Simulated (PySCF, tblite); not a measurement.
**H2F2, a complex of two parts: NMR shifts, interaction energy, infrared bands, spin-spin couplings, core binding energies and electronic excitations**

An exercise on one series of results from a longer session: the logs are not shown, and one member is left open.

Computed with tblite 0.8.0 and PySCF 2.14.0; each step states its level. No surroundings beyond the atoms listed, unless a continuum is named. Atoms count from 0, parts from 1.

## Starting point

4 atoms, charge 0, multiplicity 1; geometry: rigid parts in contact. Parts: 1 = atoms 0–1, `F`, charge 0; 2 = atoms 2–3, `F`, charge 0.

The first run:

The job: settings as JSON, then the geometry in Å.

```
{"job": {"kind": "dock", "xc": "GFN2-xTB", "basis": "xTB"}, "charge": 0, "multiplicity": 1, "parts": [{"atoms": "0-1", "charge": 0, "multiplicity": 1}, {"atoms": "2-3", "charge": 0, "multiplicity": 1}]}
F      0.466221    -0.003376     0.001416
H     -0.466221     0.003376    -0.001416
F     -2.391318     0.152513    -0.450691
H     -2.744792     0.415220    -1.272605
```

Method: GFN2-xTB search for minima from random contacts, gas phase.

Command:

```
OMP_NUM_THREADS=1 python cluster_run.py task.json out
```

This one command runs all jobs of the session in turn.

Steps of the session up to this table: Search for minima with GFN2-xTB; Geometry optimisation at PBE0-D3(BJ)/def2-TZVPD; NMR shieldings: PBE0/pcSseg-3; Coupled-cluster interaction energy: CCSD(T) and MP2.

One table of the session follows, with a row left open; its other results are not shown here.

It belongs to the step «Coupled-cluster interaction energy: CCSD(T) and MP2». 

| method | interaction energy (kcal/mol) |
| --- | --- |
| HF/aug-cc-pVDZ | -3.72 |
| MP2/aug-cc-pVDZ | -3.94 |
| CCSD/aug-cc-pVDZ | -3.86 |
| CCSD(T)/aug-cc-pVDZ | ? |
| HF/aug-cc-pVQZ | -3.79 |
| MP2/aug-cc-pVQZ | -4.42 |
| SCS-MP2/aug-cc-pVQZ | -4.06 |
| MP2, extrapolated | -4.51 |
| CCSD(T), limit estimate | -4.55 |

Q: Estimate the row for CCSD(T)/aug-cc-pVDZ from the others.

As computed: interaction energy (kcal/mol): -3.97. In the column «interaction energy (kcal/mol)» it lies between SCS-MP2/aug-cc-pVQZ (-4.06) and MP2/aug-cc-pVDZ (-3.94).
